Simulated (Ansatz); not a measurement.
Geometry optimisation, RKS B3LYP/6-31G* in Ansatz.

Input:

```yaml
crystal:
  periodic: [false, false, false]
  atoms:
    - { symbol: Al, position_ang: [0.0, 0.0, 0.0] }
    - { symbol: O, position_ang: [0.0, 0.0, 1.78] }
    - { symbol: Si, position_ang: [-1.3147, -0.4067, 2.7436] }
    - { symbol: H, position_ang: [-2.239, -1.2403, 1.9804] }
    - { symbol: H, position_ang: [-0.8506, -1.1432, 3.9157] }
    - { symbol: H, position_ang: [-1.9987, 0.8095, 3.1733] }
    - { symbol: H, position_ang: [1.351, 0.0, -0.78] }
    - { symbol: H, position_ang: [-1.351, 0.0, -0.78] }
basis:
  gaussian: { orbitals: "6-31G*" }
hamiltonian:
  xc: b3lyp
relax:
  f_tol: 0.02
  max_steps: 40
```

Launched with:

```bash
$ ansatz run input.yaml --threads 1 --pin off --max-ram 2048MiB --backend cpu --events-out ev --progress --plain --runs-dir out
```

Problem. Where does it end, and by what steps?

Solution. The run converged. The force dipped under the threshold on the way, but the program's further checks kept it going. After 13 steps the energy has fallen by 0.188 eV; H4 moved furthest, 0.72 Å.

```csv
step,energy less start (eV),largest force component (eV/Å),accepted
0,0.0000,1.372,yes
1,-0.0898,0.740,yes
2,-0.1243,0.332,yes
3,-0.1529,0.201,yes
4,-0.1757,0.047,yes
5,-0.1825,0.048,yes
6,-0.1814,0.140,no
7,-0.1846,0.092,yes
8,-0.1847,0.106,yes
9,-0.1847,0.102,no
10,-0.1866,0.036,yes
11,-0.1871,0.002,yes
12,-0.1874,0.025,yes
13,-0.1875,0.010,yes
```

```xyz
8
Properties=species:S:1:pos:R:3
Al -0.002 0.001 -0.188
O -0.579 -0.176 1.405
Si -1.391 -0.430 2.810
H -2.636 -1.215 2.577
H -0.542 -1.188 3.769
H -1.765 0.871 3.431
H 1.540 0.296 -0.383
H -1.029 -0.139 -1.386
```

The run took 30 s on 1 thread of Arm Neoverse V2, on a shared host, peak memory 0.13 GiB.
